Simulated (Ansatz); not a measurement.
Input file:

```yaml
crystal:
  periodic: [false, false, false]
  atoms:
    - {symbol: As, position_ang: [0.000000, 0.000000, 0.000000]}
    - {symbol: H, position_ang: [0.270354, 0.980803, 1.322816]}
    - {symbol: H, position_ang: [-0.957546, -1.069929, 0.850450]}
    - {symbol: H, position_ang: [0.157024, 1.248386, -1.096259]}
    - {symbol: H, position_ang: [0.530168, -1.159260, -1.077008]}
basis:
  gaussian: {orbitals: cc-pVDZ}
magnetization: {spin_polarized: false, initial_magnetization: 3}
correlation: {method: bccd_t, electrons: valence}
output: {forces: true}
```

```sh
$ ansatz run in.yaml --threads 1 --pin off --events-out ev --progress --plain --max-ram 2393MiB
```

The program prints:

```
501 factors; integrals over basis functions are off by at most 1.2e-3 eV
mean field evaluation 1: about -60849.2207 eV, gradient 7.8e0 eV
mean field evaluation 2: about -60849.2393 eV, gradient 7.7e0 eV
mean field evaluation 4: about -60849.6998 eV, gradient 7.2e-1 eV
mean field evaluation 8: about -60849.7042 eV, gradient 2.5e-3 eV
mean field evaluation 16: about -60849.7042 eV, gradient 6.9e-5 eV
mean field evaluation 32: about -60849.7114 eV, gradient 2.0e-6 eV
mean field evaluation 64: about -60849.7078 eV, gradient 2.3e-1 eV
mean field evaluation 96: about -60849.7112 eV, gradient 6.1e-2 eV
mean field evaluation 128: about -60849.6605 eV, gradient 8.2e-1 eV
mean field evaluation 160: about -60847.0359 eV, gradient 6.0e-1 eV
mean field evaluation 192: about -60849.6889 eV, gradient 5.7e-2 eV
mean field evaluation 224: about -60847.0468 eV, gradient 2.5e-3 eV
mean field -60849.71139461 eV, -2236.1856483361 hartree, gradient 3.6e-6 eV, S^2 3.750000; 11 other end points of the search recorded, 0 dependent functions left out
mean field evaluation 256: about -60848.9551 eV, gradient 6.8e0 eV
determinant -60849.71139461 eV, -2236.1856483361 hartree, with singles and doubles -60855.10074206 eV, -2236.3837032020 hartree
determinant -60849.70421575 eV, -2236.1853845180 hartree, with singles and doubles -60855.10632228 eV, -2236.3839082714 hartree
determinant -60847.04676615 eV, -2236.0877250465 hartree, with singles and doubles -60852.21451863 eV, -2236.2776364473 hartree
determinant -60846.64211077 eV, -2236.0728542354 hartree, with singles and doubles -60852.17170468 eV, -2236.2760630634 hartree
determinant -60849.71139461 eV, -2236.1856483361 hartree, with singles and doubles -60855.10163216 eV, -2236.3837359124 hartree
determinant -60849.70421575 eV, -2236.1853845180 hartree, with singles and doubles -60855.10634943 eV, -2236.3839092691 hartree
9 core orbitals not correlated: weight in the atoms' cores, before any rotation towards them, 1.000 or more for the frozen orbitals, at most 0.000 for the correlated occupied ones
reference -60849.70421575 eV, -2236.1853845180 hartree; 11, 8 occupied and 27, 30 virtual orbitals, 501 factors
second order -4.31513173 eV of doubles, -0.29799622 eV of singles
cycle   1  -5.41008603 eV  change   -8.0e-3 eV  update   6.0e-3
cycle   2  -5.40485890 eV  change    5.2e-3 eV  update   3.1e-3
cycle   3  -5.40260142 eV  change    2.3e-3 eV  update   1.2e-3
cycle   4  -5.40174268 eV  change    8.6e-4 eV  update   3.9e-4
cycle   5  -5.40152837 eV  change    2.1e-4 eV  update   1.1e-4
cycle   6  -5.40150764 eV  change    2.1e-5 eV  update   3.0e-5
cycle   7  -5.40150600 eV  change    1.6e-6 eV  update   9.0e-6
cycle   8  -5.40150927 eV  change   -3.3e-6 eV  update   3.3e-6
cycle   9  -5.40151013 eV  change   -8.7e-7 eV  update   1.1e-6
perturbative correction -0.17575491 eV, -0.0064588739 hartree
the calculation of the forces begins
Total energy: -60855.28148080 eV, -2236.3903452280 hartree
Atom 0 at     0.000000     0.000000     0.000000 Å, force    -0.000000     0.000000    -0.000000 eV/Å
Atom 1 at     0.270354     0.980803     1.322816 Å, force    -0.908501     0.941417     0.600970 eV/Å
Atom 2 at    -0.957546    -1.069929     0.850450 Å, force     0.420774    -1.004674     0.941481 eV/Å
Atom 3 at     0.157024     1.248386    -1.096259 Å, force     1.211827     0.640724    -0.440174 eV/Å
Atom 4 at     0.530168    -1.159260    -1.077008 Å, force    -0.724101    -0.577467    -1.102277 eV/Å
Dipole moment:     0.000000    -0.000000     0.000000 e Å
```

Forces (eV/Å):
```
As   0.000  0.000  0.000
H   -0.909  0.941  0.601
H    0.421 -1.005  0.941
H    1.212  0.641 -0.440
H   -0.724 -0.577 -1.102
```

Ran on 1 thread of Arm Neoverse V1, shared host: 15 s wall, 0.23 GiB peak host memory.
